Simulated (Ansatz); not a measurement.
Property card for AlNi3

All numbers below come from DFT r2SCAN, scalar-relativistic, plane waves, PAW in Ansatz 0.2.0.

Cutoff 500 eV; k points 14×14×14 on the computed 4-atom cell (Γ-centred); Gaussian smearing, width 0.10 eV; no spin polarisation.

The structure is relaxed at this level of theory with its symmetry kept. Whether it is the stable form of this composition wasn't checked.

```cif
data_structure
_symmetry_space_group_name_H-M 'P 1'
_symmetry_Int_Tables_number 1
_cell_length_a 3.9625
_cell_length_b 3.9625
_cell_length_c 3.9625
_cell_angle_alpha 60.000
_cell_angle_beta 60.000
_cell_angle_gamma 60.000
_cell_volume 43.99
loop_
_atom_site_label
_atom_site_type_symbol
_atom_site_fract_x
_atom_site_fract_y
_atom_site_fract_z
_atom_site_occupancy
Al1 Al 0.50000 0.50000 0.50000 1
Ni1 Ni 0.25000 0.25000 0.25000 1
Ni2 Ni 0.00000 0.00000 0.00000 1
Ni3 Ni 0.75000 0.75000 0.75000 1
```

Task: Formation energy from the elements' standard states (uncorrected)?

Result: -0.351 eV/atom.

Task: Density of states at the Fermi level?

Result: 2.37 states/eV per cell.

Task: Löwdin character within 0.5 eV of the Fermi level?

Result: Ni 3d 87 %, Al 3p 7 %.

Task: Bulk modulus?

Result: 201 GPa.

Task: Its pressure derivative?

Result: 4.5.

Task: Bader charges (e)?

Result: Al (1 in the cell) 1.94, Ni (2 in the cell) -0.87, Ni (1 in the cell) -0.20.

A ferromagnetic start lost its moments in a first run, so spin was left out; other magnetic orders weren't tried.